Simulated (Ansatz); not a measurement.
**C3H5FO: up Jacob's ladder to CCSD(T)**

One table from this session's results is given with a row withheld; the runs are named, their logs left out.

Computed with Ansatz 0.2.0, Gaussian basis. Level: functionals in def2-TZVPP, the program's frozen cores in correlated methods.

Levels to be run: LDA (SPW92), PBE-D4, revPBE-D4, BLYP-D4, r2SCAN-D4, B97M-V, PBE0-D4, B3LYP-D4, r2SCANh-D4, r2SCAN0-D4, HSE06-D4, BHLYP-D4, CAM-B3LYP-D4, LC-ωPBE, ωB97X-V, ωB97M-V, B2PLYP, PBE-QIDH; CCSD(T)/def2-SVP; CCSD(T)/def2-TZVPP; MP2/def2-QZVPP; extrapolation to the limit; RPA on PBE.

## The relaxed structure

All runs share one geometry, relaxed beforehand with PBE0-D4 in a triple-zeta def2 set.

10 atoms, charge 0, spin multiplicity 1.

Atoms are counted from 1 here; the program's logs count them from 0.

Bond lengths: C1–C2 1.490 Å, C1–H6 1.089 Å, C1–H7 1.091 Å, C1–H8 1.092 Å, C2–F3 1.362 Å, C2–C4 1.452 Å, C2–O5 1.381 Å, C4–O5 1.439 Å, C4–H9 1.087 Å, C4–H10 1.086 Å. Angles: C2–C1–H6 110.0°, C2–C1–H7 110.3°, C2–C1–H8 109.4°, H6–C1–H7 109.3°, H6–C1–H8 109.0°, H7–C1–H8 108.7°, C1–C2–F3 111.2°, C1–C2–C4 126.5°, C1–C2–O5 118.7°, F3–C2–C4 116.5°, F3–C2–O5 113.5°, C4–C2–O5 61.0°, C2–C4–O5 57.0°, C2–C4–H9 120.6°, C2–C4–H10 118.4°, O5–C4–H9 115.2°, O5–C4–H10 114.7°, H9–C4–H10 116.6° and more.

As a file:

```csv
atom,x (Å),y (Å),z (Å)
C1,-0.8162,-0.9664,0.0096
C2,0.3048,-0.0504,-0.3440
F3,1.2847,-0.7091,-1.0230
C4,0.7072,1.1415,0.3821
O5,0.0065,1.1893,-0.8739
H6,-1.5822,-0.4228,0.5615
H7,-0.4514,-1.7941,0.6192
H8,-1.2565,-1.3713,-0.9037
H9,0.1388,1.4834,1.2428
H10,1.7474,1.4490,0.3325
```

Set-up of the first run:

File in.yaml:

```yaml
crystal:
  periodic: [false, false, false]
  atoms:
    - {symbol: C, position_ang: [-0.816183, -0.966444, 0.009610]}
    - {symbol: C, position_ang: [0.304791, -0.050369, -0.344035]}
    - {symbol: F, position_ang: [1.284660, -0.709112, -1.023010]}
    - {symbol: C, position_ang: [0.707237, 1.141476, 0.382103]}
    - {symbol: O, position_ang: [0.006545, 1.189259, -0.873920]}
    - {symbol: H, position_ang: [-1.582176, -0.422784, 0.561503]}
    - {symbol: H, position_ang: [-0.451426, -1.794132, 0.619162]}
    - {symbol: H, position_ang: [-1.256526, -1.371342, -0.903687]}
    - {symbol: H, position_ang: [0.138780, 1.483436, 1.242812]}
    - {symbol: H, position_ang: [1.747396, 1.449012, 0.332461]}
basis:
  gaussian: {orbitals: def2-TZVPP}
hamiltonian: {xc: lda}
output: {orbitals: {seedname: orbitals}}
```

Launch:

```
ansatz run in.yaml --threads 4 --pin off --events-out ev --progress --plain --max-ram 10444MiB
```

Among the steps run: LDA; PBE-D4 (GGA); revPBE-D4 (GGA); BLYP-D4 (GGA); r2SCAN-D4 (meta-GGA); B97M-V (meta-GGA); PBE0-D4 (hybrid); B3LYP-D4 (hybrid); r2SCANh-D4 (hybrid); r2SCAN0-D4 (hybrid); HSE06-D4 (hybrid); BHLYP-D4 (hybrid); CAM-B3LYP-D4 (range-separated); LC-ωPBE (range-separated); ωB97X-V (range-separated); ωB97M-V (range-separated); B2PLYP (double hybrid); PBE-QIDH (double hybrid).

One of the session's tables, all rows but one given; the rest of the session is left out.

It belongs to the step «Orbital energies across the functionals». 

```
  functional  HOMO (eV)  LUMO (eV)  gap (eV)
 LDA (SPW92)      -6.97       0.53      7.50
      PBE-D4      -6.82       0.66      7.48
   revPBE-D4      -6.75       0.72      7.47
     BLYP-D4      -6.73       0.61      7.34
   r2SCAN-D4      -7.17       1.29      8.46
      B97M-V      -7.33       0.83      8.16
     PBE0-D4      -8.51       1.46      9.97
    B3LYP-D4      -8.26       1.08      9.34
  r2SCANh-D4      -7.80       1.67      9.47
  r2SCAN0-D4      -8.75       2.08     10.83
    HSE06-D4      -8.10       1.09      9.19
    BHLYP-D4     -10.10       2.00     12.10
CAM-B3LYP-D4     -10.00       2.18     12.18
     LC-ωPBE     -11.33       3.52     14.85
     ωB97X-V          ?          ?         ?
     ωB97M-V     -10.93       2.86     13.79
```

Q: Estimate the row for ωB97X-V from the others.

The run gave: HOMO (eV): -11.00; LUMO (eV): 3.32; gap (eV): 14.31. In the column «HOMO (eV)» it lies between LC-ωPBE (-11.33) and ωB97M-V (-10.93).
